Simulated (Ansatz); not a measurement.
Elements on the sites of an ideal bcc lattice, at a guessed lattice constant:

```yaml
crystal:
  lattice:
    - [7.20997, 0.00000, 0.00000]
    - [0.00000, 7.20997, 0.00000]
    - [0.00000, 0.00000, 7.20997]
  atoms:
    - { symbol: Zn, position: [0.00000, 0.50000, 0.00000] }
    - { symbol: Zn, position: [0.00000, 0.00000, 0.50000] }
    - { symbol: Zn, position: [0.75000, 0.25000, 0.25000] }
    - { symbol: Cd, position: [0.25000, 0.25000, 0.25000] }
    - { symbol: Cd, position: [0.50000, 0.50000, 0.00000] }
    - { symbol: Cd, position: [0.00000, 0.50000, 0.50000] }
    - { symbol: Cd, position: [0.25000, 0.75000, 0.25000] }
    - { symbol: Cd, position: [0.25000, 0.25000, 0.75000] }
    - { symbol: Cd, position: [0.75000, 0.75000, 0.25000] }
    - { symbol: Cd, position: [0.75000, 0.25000, 0.75000] }
    - { symbol: Cd, position: [0.25000, 0.75000, 0.75000] }
    - { symbol: Cd, position: [0.75000, 0.75000, 0.75000] }
    - { symbol: Sn, position: [0.00000, 0.00000, 0.00000] }
    - { symbol: Sb, position: [0.50000, 0.00000, 0.50000] }
    - { symbol: Bi, position: [0.50000, 0.00000, 0.00000] }
    - { symbol: Bi, position: [0.50000, 0.50000, 0.50000] }
```

Cell and atoms were relaxed without symmetry on coarser meshes and computed once more. Computed with DFT r2SCAN, scalar-relativistic, plane waves, PAW in Ansatz 0.2.0.

Cutoff 500 eV; k points 6×5×4 on the computed 16-atom cell (Γ-centred); Gaussian smearing, width 0.10 eV; no spin polarisation.

The relaxation ran on 2×2×2 (shifted) and then 3×3×3 k points with a smearing of 0.1 eV, from sites shaken by 0.02 Å.

Task: What does the relaxation give?

Result: A volume of 24.39 Å³/atom and no gap on the mesh. It lies 0.10 eV/atom above the elements' standard states (static lattices, no corrections for gases). The atoms leave their sites by 1.23 Å (root mean square) and 1.93 Å at most, and the cell stretches by up to 20.3 % at fixed volume, so the lattice hasn't survived.

```
CELL_PARAMETERS angstrom
6.66779 -0.02029 -0.71841
-0.01640 6.93049 -0.01165
-0.77514 -0.00141 8.52828
ATOMIC_POSITIONS crystal
Zn 0.17528 0.53489 0.04946
Zn 0.95847 0.00209 0.66936
Zn 0.88026 0.37109 0.14704
Cd 0.26079 0.19060 0.24443
Cd 0.56717 0.58875 0.93925
Cd 0.97675 0.32629 0.48410
Cd 0.11665 0.68148 0.34542
Cd 0.25237 0.25496 0.83809
Cd 0.73430 0.95617 0.36970
Cd 0.67328 0.28894 0.70875
Cd 0.12832 0.63650 0.71027
Cd 0.66780 0.70537 0.64025
Sn 0.07755 0.91557 0.99605
Sb 0.33622 0.00050 0.55321
Bi 0.64924 0.02224 0.02424
Bi 0.55890 0.52562 0.28954
```

The final mesh leaves forces up to 0.16 eV/Å and stresses up to 0.3 GPa: the relaxation ran on a coarser mesh, so the cell's shape, its bonds and its energy belong partly to that mesh.

Spin-orbit coupling is left out, which matters for the bands of heavy elements.

Cost: 2 runs of about 29 core-minutes in all (earlier runs that led there not counted), on AMD EPYC 9R45 (Zen 5) (shared hosts).